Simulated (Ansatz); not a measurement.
**CH₄Si₂ (SMILES [SiH2]=C=[SiH2]): functionals against CCSD(T) at one geometry**

A test off equilibrium: a frame of a short trajectory is computed at several levels, and each is set against CCSD(T).

Program: Ansatz 0.2.0, Gaussian basis. Level of theory: single points in def2-TZVPP. These are calculated values, not measurements.

Cores are frozen in the correlated methods.

1 further run of the same task is left out (it didn't finish).

### 1 Where the work starts

7 atoms, charge 0, spin multiplicity 1.

Atoms are counted from 1 here; the program's logs count them from 0.

Bond lengths: Si1–C2 1.719 Å, Si1–H4 1.519 Å, Si1–H5 1.533 Å, C2–Si3 1.754 Å, Si3–H6 1.533 Å, Si3–H7 1.527 Å. Angles: C2–Si1–H4 135.6°, C2–Si1–H5 114.0°, H4–Si1–H5 110.4°, Si1–C2–Si3 135.8°, C2–Si3–H6 137.4°, C2–Si3–H7 122.6°, H6–Si3–H7 99.4°.

Coordinates:

```tsv
atom	x (Å)	y (Å)	z (Å)
Si1	-1.30375	0.36176	-0.86989
C2	0.37257	0.19459	-0.52914
Si3	1.33024	-0.36567	0.82908
H4	-2.59431	0.13992	-0.10068
H5	-1.60551	0.87302	-2.28365
H6	1.10349	-0.70546	2.30680
H7	2.85473	-0.43412	0.78769
```

### 2 PBE-D4/def2-TZVPP

Input file run/in.yaml:

```yaml
crystal:
  periodic: [false, false, false]
  atoms:
    - {symbol: Si, position_ang: [-1.303748, 0.361763, -0.869891]}
    - {symbol: C, position_ang: [0.372570, 0.194591, -0.529141]}
    - {symbol: Si, position_ang: [1.330238, -0.365666, 0.829075]}
    - {symbol: H, position_ang: [-2.594309, 0.139915, -0.100678]}
    - {symbol: H, position_ang: [-1.605514, 0.873022, -2.283647]}
    - {symbol: H, position_ang: [1.103491, -0.705458, 2.306798]}
    - {symbol: H, position_ang: [2.854734, -0.434120, 0.787688]}
basis:
  gaussian: {orbitals: def2-TZVPP}
hamiltonian: {xc: pbe, dispersion: d4}
output: {forces: true}
```

Started as:

```bash
> ansatz run in.yaml --threads 2 --pin off --events-out ev --progress --plain --max-ram 3481MiB
```

### 3 r2SCAN-D4/def2-TZVPP

Edit run/in.yaml of step 2 so:

```diff
@@ -12,3 +12,3 @@
   gaussian: {orbitals: def2-TZVPP}
-hamiltonian: {xc: pbe, dispersion: d4}
+hamiltonian: {xc: r2scan, dispersion: d4}
 output: {forces: true}
```

### 4 PBE0-D4/def2-TZVPP

Edit run/in.yaml of step 3 so:

```diff
@@ -12,3 +12,3 @@
   gaussian: {orbitals: def2-TZVPP}
-hamiltonian: {xc: r2scan, dispersion: d4}
-output: {forces: true}
+hamiltonian: {xc: pbe0, dispersion: d4}
+output: {forces: true, orbitals: {seedname: orbitals}}
```

### 5 wB97M-V/def2-TZVPP

Edit run/in.yaml of step 4 so:

```diff
@@ -12,3 +12,3 @@
   gaussian: {orbitals: def2-TZVPP}
-hamiltonian: {xc: pbe0, dispersion: d4}
-output: {forces: true, orbitals: {seedname: orbitals}}
+hamiltonian: {xc: {name: wB97M-V}}
+output: {forces: true}
```

### 6 CCSD(T)/def2-TZVPP

Edit run/in.yaml of step 5 so:

```diff
@@ -12,3 +12,3 @@
   gaussian: {orbitals: def2-TZVPP}
-hamiltonian: {xc: {name: wB97M-V}}
+correlation: {method: ccsd_t}
 output: {forces: true}
```

(Steps that only read results are left out.)

Q: Predict the outcome of this session. Wanted: energy less free atoms, CCSD(T)/def2-TZVPP; RMS force component; RMS force error; HOMO and LUMO, PBE0-D4; T1 diagnostic.

As calculated:

```
                                  quantity                                                             value
energy less free atoms, CCSD(T)/def2-TZVPP                                                        -20.415 eV
                       RMS force component                              0.388 to 0.576 eV/Å over the methods
                           RMS force error  PBE-D4 0.145, r2SCAN-D4 0.102, PBE0-D4 0.151, wB97M-V 0.194 eV/Å
                    HOMO and LUMO, PBE0-D4                                                -5.87 and -3.03 eV
                             T1 diagnostic                                                             0.018
```

What this shows: Against CCSD(T) the functionals' energies less atoms differ by -0.948 to -0.502 eV, PBE-D4 by -0.948 eV. CCSD(T) in triple zeta still lacks some correlation energy of the bonds, so part of these gaps is its own basis error and they don't rank the functionals. For forces r2SCAN-D4 does best and wB97M-V worst. Frozen-core CCSD(T) forces in triple zeta carry basis errors of their own, and this is one geometry, so small gaps rank nothing.
